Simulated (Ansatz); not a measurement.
```yaml
crystal:
  periodic: [false, false, false]
  atoms:
    - {symbol: C, position_ang: [-1.052955, 0.191533, -0.009878]}
    - {symbol: Si, position_ang: [-1.320292, 1.872893, 0.009501]}
    - {symbol: Ga, position_ang: [0.737755, -0.834943, -0.002473]}
    - {symbol: H, position_ang: [-1.697196, 3.287040, 0.024003]}
basis:
  gaussian: {orbitals: def2-TZVP}
hamiltonian: {xc: pbe0}
relax: {f_tol: 0.004, max_steps: 80}
```

```sh
$ ansatz run in.yaml --threads 1 --pin off --events-out ev --progress --plain --max-ram 2176MiB
```

Steps of the relaxation (energy above the last step; positions in Å, forces in eV/Å):

```
4
step 1, 137.2 meV
C    -1.053    0.192   -0.010    0.214    1.650    0.025
Si   -1.320    1.873    0.010    0.762   -2.527   -0.025
Ga    0.738   -0.835   -0.002   -0.749    0.508   -0.002
H    -1.697    3.287    0.024   -0.227    0.369    0.002
```

```
4
step 2, 28.2 meV
C    -1.063    0.188   -0.010    0.027    0.763    0.011
Si   -1.279    1.841    0.010    0.346   -1.037   -0.010
Ga    0.699   -0.775   -0.002   -0.266    0.187   -0.001
H    -1.689    3.262    0.024   -0.107    0.087    0.000
```

```
4
step 3, 6.3 meV
C    -1.072    0.192   -0.010   -0.079   -0.097   -0.002
Si   -1.245    1.824    0.010    0.074    0.141    0.003
Ga    0.674   -0.741   -0.002    0.042   -0.015    0.000
H    -1.690    3.242    0.023   -0.038   -0.029   -0.001
```

```
4
step 4, 4.9 meV
C    -1.075    0.192   -0.010   -0.072   -0.057   -0.002
Si   -1.235    1.826    0.010    0.070    0.094    0.002
Ga    0.673   -0.741   -0.002    0.037   -0.015    0.000
H    -1.695    3.239    0.023   -0.035   -0.022   -0.001
```

```
4
step 5, 0.2 meV
C    -1.077    0.207   -0.010   -0.023    0.010    0.000
Si   -1.175    1.850    0.011    0.003    0.029    0.000
Ga    0.661   -0.764   -0.002    0.018   -0.012    0.000
H    -1.742    3.225    0.023    0.002   -0.026    0.000
```

```
4
step 6, 0.1 meV
C    -1.078    0.210   -0.010    0.013   -0.016    0.000
Si   -1.166    1.854    0.011   -0.003    0.022    0.000
Ga    0.660   -0.769   -0.003   -0.011    0.003    0.000
H    -1.750    3.221    0.022    0.001   -0.009    0.000
```

```
4
step 8, 0.0 meV
C    -1.072    0.215   -0.010    0.000    0.001    0.000
Si   -1.161    1.859    0.011    0.000    0.000    0.000
Ga    0.658   -0.778   -0.003    0.000   -0.001    0.000
H    -1.758    3.220    0.022    0.000   -0.001    0.000
```

Close pairs at the end: Si2–H4 1.486 Å, C1–Si2 1.647 Å, C1–Ga3 1.994 Å, Si2–Ga3 3.203 Å.

A stationary point of restricted PBE0 after 8 steps (its stability towards spin polarisation wasn't tested); no frequencies were run, so it isn't proven a minimum. 20 s on 1 thread of Intel Xeon 6975P-C, shared host.
